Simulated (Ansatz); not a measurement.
# C2H3FO2: a ladder of functionals and wavefunction methods

One table from this session's results is given with a row withheld; the runs are named, their logs left out.

Method: functionals in def2-TZVPP, the program's frozen cores in correlated methods; program: Ansatz 0.2.0, Gaussian basis.

Levels to be run: LDA (SPW92), PBE-D4, revPBE-D4, BLYP-D4, r2SCAN-D4, B97M-V, PBE0-D4, B3LYP-D4, r2SCANh-D4, r2SCAN0-D4, HSE06-D4, BHLYP-D4, CAM-B3LYP-D4, LC-ωPBE, ωB97X-V, ωB97M-V, B2PLYP, PBE-QIDH; CCSD(T)/def2-SVP; CCSD(T)/def2-TZVPP; MP2/def2-QZVPP; extrapolation to the limit; RPA on PBE.

**Structure used throughout**

All runs share one geometry, relaxed beforehand with PBE0-D4 in a triple-zeta def2 set.

8 atoms, charge 0, spin multiplicity 1.

Atoms are counted from 1 here; the program's logs count them from 0.

Bond lengths: F1–C2 1.350 Å, C2–O3 1.392 Å, C2–O5 1.392 Å, C2–H6 1.095 Å, O3–C4 1.422 Å, C4–O5 1.422 Å, C4–H7 1.094 Å, C4–H8 1.095 Å. Angles: F1–C2–O3 112.2°, F1–C2–O5 112.2°, F1–C2–H6 107.1°, O3–C2–O5 94.4°, O3–C2–H6 115.4°, O5–C2–H6 115.4°, C2–O3–C4 86.9°, O3–C4–O5 91.7°, O3–C4–H7 112.6°, O3–C4–H8 113.3°, O5–C4–H7 112.6°, O5–C4–H8 113.3°, H7–C4–H8 111.9°, C2–O5–C4 86.9°.

Set-up of the first run:

in.yaml

```yaml
crystal:
  periodic: [false, false, false]
  atoms:
    - {symbol: F, position_ang: [-1.553764, 1.020540, 0.707587]}
    - {symbol: C, position_ang: [-0.332221, 0.847759, 0.158781]}
    - {symbol: O, position_ang: [-0.368251, 0.014253, -0.955020]}
    - {symbol: C, position_ang: [0.435331, -0.891132, -0.208924]}
    - {symbol: O, position_ang: [0.465185, -0.011877, 0.908281]}
    - {symbol: H, position_ang: [0.086589, 1.844220, -0.014574]}
    - {symbol: H, position_ang: [1.423712, -1.038771, -0.653087]}
    - {symbol: H, position_ang: [-0.064383, -1.842193, 0.001256]}
basis:
  gaussian: {orbitals: def2-TZVPP}
hamiltonian: {xc: lda}
output: {orbitals: {seedname: orbitals}}
```

Launch:

```console
$ ansatz run in.yaml --threads 2 --pin off --events-out ev --progress --plain --max-ram 4352MiB
```

Among the steps run: LDA; PBE-D4 (GGA); revPBE-D4 (GGA); BLYP-D4 (GGA); r2SCAN-D4 (meta-GGA); B97M-V (meta-GGA); B3LYP-D4 (hybrid); r2SCANh-D4 (hybrid); r2SCAN0-D4 (hybrid); HSE06-D4 (hybrid); BHLYP-D4 (hybrid); CAM-B3LYP-D4 (range-separated); LC-ωPBE (range-separated); ωB97X-V (range-separated); ωB97M-V (range-separated); B2PLYP (double hybrid); PBE-QIDH (double hybrid).

One of the session's tables, all rows but one given; the rest of the session is left out.

It belongs to the step «Orbital energies across the functionals». 

| functional | HOMO (eV) | LUMO (eV) | gap (eV) |
| --- | --- | --- | --- |
| LDA (SPW92) | -7.09 | -0.36 | 6.73 |
| PBE-D4 | -6.96 | -0.06 | 6.90 |
| revPBE-D4 | -6.91 | 0.07 | 6.98 |
| BLYP-D4 | ? | ? | ? |
| r2SCAN-D4 | -7.29 | 0.42 | 7.71 |
| B97M-V | -7.44 | 0.36 | 7.80 |
| PBE0-D4 | -8.58 | 1.08 | 9.66 |
| B3LYP-D4 | -8.37 | 0.74 | 9.11 |
| r2SCANh-D4 | -7.90 | 0.81 | 8.71 |
| r2SCAN0-D4 | -8.82 | 1.38 | 10.20 |
| HSE06-D4 | -8.17 | 0.69 | 8.86 |
| BHLYP-D4 | -10.20 | 2.10 | 12.30 |
| CAM-B3LYP-D4 | -10.08 | 2.11 | 12.19 |
| LC-ωPBE | -11.38 | 3.52 | 14.90 |
| ωB97X-V | -11.06 | 3.34 | 14.39 |
| ωB97M-V | -10.98 | 3.02 | 14.00 |

**Question.** Estimate the row for BLYP-D4.

Worked estimate for «HOMO (eV)». Against the share of exact exchange, B3LYP-D4 (0.2, -8.37), BHLYP-D4 (0.5, -10.20) give a slope of -6.10 per unit share; at 0 the line stands at -7.15.

As computed: HOMO (eV): -6.91; LUMO (eV): 0.01; gap (eV): 6.93. In «HOMO (eV)» the line misses by -0.24.
